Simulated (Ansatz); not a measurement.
# B₂H₅ (doublet): from Hartree-Fock to the top rungs at distance B1–H4 along a hydrogen transfer = 1.425 Å, cc-pVDZ

How much of the correlation energy of B₂H₅ (doublet) does each wave-function method recover here?

Computed with Ansatz 0.2.0, Gaussian basis. Level: cc-pVDZ, core rule «outside noble gas», up to 2 orbitals frozen.

The runs, in order: UHF; CCSD(T) on ROHF; CCSD(T) on UHF; BCCD(T) on ROHF; CISD; CCSDT(Q) on ROHF; CCSDT(Q) on UHF; CASSCF and MRCISD+Q, 3 electrons in 3 orbitals; CASSCF and NEVPT2, 3 electrons in 3 orbitals; CASSCF and NEVPT2, 9 electrons in 9 orbitals.

9 further runs of the same task are left out: 3 for a mislabelled method, 5 that didn't finish, 1 set aside as unsound or not needed.

### 1 What is computed

The geometry derives from fragments relaxed apart (PBE0/def2-TZVP) and kept rigid, so it is no stationary point. A hydrogen atom is moved between rigid fragments.

7 atoms, charge 0, spin multiplicity 2.

Atoms are counted from 1 here; the program's logs count them from 0.

Bond lengths: B1–H2 1.193 Å, B1–H3 1.193 Å, B1–H4 1.425 Å, H4–B5 1.263 Å, B5–H6 1.191 Å, B5–H7 1.191 Å. Angles: H2–B1–H3 120.0°, H2–B1–H4 120.0°, H3–B1–H4 120.0°, B1–H4–B5 180.0°, H4–B5–H6 115.3°, H4–B5–H7 115.3°, H6–B5–H7 129.4°.

Geometry (Å):

```xyz
7

B    -1.3404    0.0000    0.0000
H    -1.9372    1.0336    0.0000
H    -1.9372   -1.0336    0.0000
H     0.0846    0.0000    0.0000
B     1.3476    0.0000    0.0000
H     1.8566    0.0000    1.0770
H     1.8566    0.0000   -1.0770
```

### 2 UHF

The input, in.yaml:

```yaml
crystal:
  periodic: [false, false, false]
  atoms:
    - {symbol: B, position_ang: [-1.340434, 0.000000, 0.000000]}
    - {symbol: H, position_ang: [-1.937168, 1.033571, 0.000000]}
    - {symbol: H, position_ang: [-1.937168, -1.033571, 0.000000]}
    - {symbol: H, position_ang: [0.084566, 0.000000, 0.000000]}
    - {symbol: B, position_ang: [1.347566, 0.000000, 0.000000]}
    - {symbol: H, position_ang: [1.856639, 0.000000, 1.077008]}
    - {symbol: H, position_ang: [1.856639, 0.000000, -1.077008]}
basis:
  gaussian: {orbitals: cc-pVDZ}
magnetization: {spin_polarized: true, initial_magnetization: 1}
hamiltonian: {xc: hf}
output: {orbitals: {seedname: orbitals}}
```

On the command line:

```sh
ansatz run in.yaml --threads 1 --pin off --events-out ev --progress --plain --max-ram 2393MiB
```

The runs that follow: CCSD(T) on ROHF; CCSD(T) on UHF; BCCD(T) on ROHF; CISD; CCSDT(Q) on ROHF; CCSDT(Q) on UHF; CASSCF and MRCISD+Q, 3 electrons in 3 orbitals; CASSCF and NEVPT2, 3 electrons in 3 orbitals; CASSCF and NEVPT2, 9 electrons in 9 orbitals.

Before running them: what should the planned runs give, taken together? Wanted: UCCSDT(Q) below the RHF energy; RMP2 from UCCSDT(Q); UMP2 from UCCSDT(Q); RCCSD from UCCSDT(Q); RCCSD(T) from UCCSDT(Q); UCCSD(T) from UCCSDT(Q); RCCSDT(Q) from UCCSDT(Q); MRCISD+Q pair from UCCSDT(Q); T1 diagnostic.

As calculated:

| quantity | value |
| --- | --- |
| UCCSDT(Q) below the RHF energy | -6.2239 eV |
| RMP2 from UCCSDT(Q) | +1343.7 meV |
| UMP2 from UCCSDT(Q) | +1345.7 meV |
| RCCSD from UCCSDT(Q) | +153.0 meV |
| RCCSD(T) from UCCSDT(Q) | +30.6 meV |
| UCCSD(T) from UCCSDT(Q) | +30.5 meV |
| RCCSDT(Q) from UCCSDT(Q) | +0.5 meV |
| MRCISD+Q pair from UCCSDT(Q) | +20.9 meV |
| levels within 1 kcal/mol (43 meV) | RCCSD(T), UCCSD(T), BCCD(T), RCCSDT, UCCSDT, RCCSDT(Q), MRCISD+Q pair |
| T1 diagnostic | 0.015 |

In words: RCCSD(T) lands +30.6 meV from the yardstick (0.5 % of the correlation energy). These misses are within one basis, not against nature; the frozen cores of restricted and unrestricted runs differ, which can shift their rows.
